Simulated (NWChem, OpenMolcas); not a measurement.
How basis sets differ on BH2F (SMILES BF)

BH2F: 4 atoms, total charge 0, spin state singlet. SMILES: `BF`. The coordinates come from a PBE0-D4/def2-TZVP relaxation.

Quantity: the HOMO–LUMO gap, in eV. The values are calculated.

| level | kind | program | value (eV) |
| --- | --- | --- | --- |
| HF/ANO-RCC-MB (DKH2) | Hartree–Fock | OpenMolcas | 16.34 |
| HF/STO-3G | Hartree–Fock | OpenMolcas | 18.43 |
| HF/3-21G | Hartree–Fock | OpenMolcas | 16.18 |
| HF/def2-SVP | Hartree–Fock | NWChem | 15.96 |
| HF/cc-pVTZ | Hartree–Fock | OpenMolcas | 15.63 |

The values span 15.63 to 18.43 eV. A Hartree–Fock LUMO above zero doesn't converge with the basis: it sinks as sets grow more diffuse. Orbital gaps aren't excitation energies.
